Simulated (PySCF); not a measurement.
## Löwdin shares of the frontier orbitals

C4H8FN.
Numbering: `[CH3:1]/[N:2]=[C:3](/[CH3:4])[CH2:5][F:6]` (hydrogens: H7, H8, H9 on C1; H10, H11, H12 on C4; H13, H14 on C5)

Cartesian coordinates in Å at the GFN2-xTB level; atoms count from 1:
```
atom  x, y, z in Å
C1     1.958   -0.320    0.470
N2     0.692   -0.934    0.189
C3    -0.337   -0.257   -0.075
C4    -1.625   -0.953   -0.357
C5    -0.368    1.257   -0.124
F6    -1.610    1.743   -0.438
H7     2.346    0.214   -0.403
H8     2.655   -1.114    0.734
H9     1.899    0.392    1.299
H10   -2.382   -0.627    0.354
H11   -1.486   -2.026   -0.286
H12   -1.977   -0.688   -1.353
H13    0.328    1.635   -0.884
H14   -0.094    1.679    0.852
```

Computed, not measured: PySCF, TDDFT B3LYP/def2-SVPD, vertical, gas phase, core orbitals frozen in the response.

Kohn–Sham orbitals with the atoms that hold most of them (Löwdin shares over 4%, at most four atoms; ? is withheld):

```json
{"orbital": "HOMO-3", "ε (eV)": "-10.19", "atoms": "F6 20%, C3 16%, C5 14%, C4 12%"}
{"orbital": "HOMO-2", "ε (eV)": "-10.11", "atoms": "F6 50%, C5 19%, H13 9%, H14 8%"}
{"orbital": "HOMO-1", "ε (eV)": "-7.97", "atoms": "?"}
{"orbital": "HOMO", "ε (eV)": "?", "atoms": "N2 57%, C1 11%, C3 10%, C5 6%"}
{"orbital": "LUMO", "ε (eV)": "-0.34", "atoms": "?"}
{"orbital": "LUMO+1", "ε (eV)": "0.25", "atoms": "C5 22%, C1 14%, H13 10%, H14 10%"}
{"orbital": "LUMO+2", "ε (eV)": "0.79", "atoms": "C1 18%, F6 12%, C4 10%, H8 8%"}
```

**Question.** Which atoms hold the LUMO, and with what shares?

**Answer.** C3 (bonded to 2 C and N) 33%; N2 (bonded to 2 C) 33%; C5 (bonded to C, F and 2 H) 7%; C4 (bonded to C and 3 H) 6%. By element: carbon 46% or more, nitrogen 33%.

**Question.** Which atoms hold the HOMO-1, and with what shares?

**Answer.** N2 (bonded to 2 C) 38%; C3 (bonded to 2 C and N) 22%; C1 (bonded to N and 3 H) 10%; C4 (bonded to C and 3 H) 7%. By element: carbon 39% or more, nitrogen 38%.

**Question.** What is the HOMO energy, and the HOMO–LUMO gap?

**Answer.** ε(HOMO) = -6.77 eV; the gap is 6.43 eV (0.2362 hartree).

**Question.** How does S1 compare with the orbital gap of 6.43 eV?

**Answer.** S1 is at 4.91 eV (f = 0.0005), 1.51 eV below the gap, made of HOMO→LUMO (99%). Without the coupling terms of the response equations the lowest excitation would equal the gap.

**Question.** One configuration dominates each of S1, S2 and S6. Which, and how do the shares of the two leading atoms of either orbital change from the occupied to the empty one?

**Answer.** 
- S1 (4.91 eV, f 0.0005), HOMO→LUMO (99%): N2 57% → 33%, C1 11% → at most 6%, C3 10% → 33%
- S2 (6.14 eV, f 0.0017), HOMO→LUMO+1 (97%): N2 57% → at most 10%, C1 11% → 14%, C5 6% → 22%
- S6 (7.50 eV, f 0.336), HOMO-1→LUMO (83%): N2 38% → 33%, C3 22% → 33%

Orbitals of the list HOMO-3 to LUMO+2 that lie within 0.01 eV of each other are written together with a slash and their weights summed (≥ marks a lower bound); for degenerate orbitals outside that list single weights are arbitrary.

One conformer stands for the species.
